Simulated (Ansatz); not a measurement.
Z-matrix (Å, degrees):
```
N
Al 1 1.770
H 1 1.007 2 124.5
H 1 1.009 2 125.1 3 180.0
S 2 2.208 1 115.8 3 -180.0
H 5 1.343 2 93.4 1 -180.0
```

Total charge 0; spin multiplicity 2.

**Question.** List the r2SCAN/def2-TZVPP orbital energies in eV (Ansatz 0.2.0). (An estimate is asked.)

**Answer.** The calculation gave: α occupied: -2408.79, -1517.32, -384.68, -213.23, -157.30, -157.22, -157.13, -110.76, -71.04, -70.99, -70.88, -21.70, -18.47, -12.28, -11.17, -10.06, -8.34, -6.90, -6.27, -5.09. α empty: -1.37, 0.03, 0.32, 0.88, 2.59, 2.75, 3.55, 3.98. β occupied: -2408.76, -1517.24, -384.65, -213.22, -157.29, -157.16, -157.12, -110.69, -70.96, -70.85, -70.78, -21.66, -18.35, -12.23, -10.95, -9.95, -8.05, -6.84, -6.26. β empty: -2.80, -0.27, 0.15, 0.82, 1.32, 2.85, 2.97, 4.02. ⟨S²⟩ = 0.754.
